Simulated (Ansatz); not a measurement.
System: PH₄, charge 1, singlet. PH4+ (SMILES [PH4+]).
B3LYP-D3(BJ)/def2-TZVP minimum from Ansatz (a program for electronic structure):
```xyz
5

P      0.0000     0.0000     0.0000
H      0.0115     1.3163    -0.4706
H      1.1354    -0.6707    -0.4639
H     -1.1473    -0.6505    -0.4634
H      0.0003     0.0049     1.3979
```
Charge +1, spin multiplicity 1.

Total energies in cc-pV(Q+d)Z, 8 correlated electrons, 5 frozen orbitals. Radicals and triplets start from unrestricted determinants; spin-orbit coupling is neglected. Cores are frozen in correlated methods. No relativity.

```tsv
method	program	energy (Eh)	minus CCSDT(Q) (mEh)
HF	Ansatz	-342.81420	204.88
MP2	Ansatz	-342.98515	33.92
CCSD	Ansatz	-343.01267	6.40
CCSD(T)	Ansatz	-343.01816	0.91
CCSDT(Q)	Ansatz	-343.01907	0.00
```

Rough core times of Ansatz's runs on a shared machine: CCSD(T) 20 s, CCSDT(Q) 20 min.
